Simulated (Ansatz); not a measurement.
How the volume per atom of solid bromine moves with the method

No measured value is used here.

Put these levels in order of the volume per atom that they give for solid bromine, smallest first: HSE06 (Ansatz, a first-principles code), rVV10 (Ansatz), r²SCAN (Ansatz), r²SCAN-D4 (Ansatz).

rVV10 (30.80 Å³/atom), r²SCAN-D4 (31.58 Å³/atom), r²SCAN (33.09 Å³/atom), HSE06 (40.17 Å³/atom)

HSE06, r²SCAN: the cell comes from a level without a dispersion term, which matters for the spacing of layers, chains or molecules. Cutoffs and k meshes differ between the levels. Ansatz's density-functional and Hartree–Fock values are scalar-relativistic unless marked +SOC, with PAW data made under PBE.
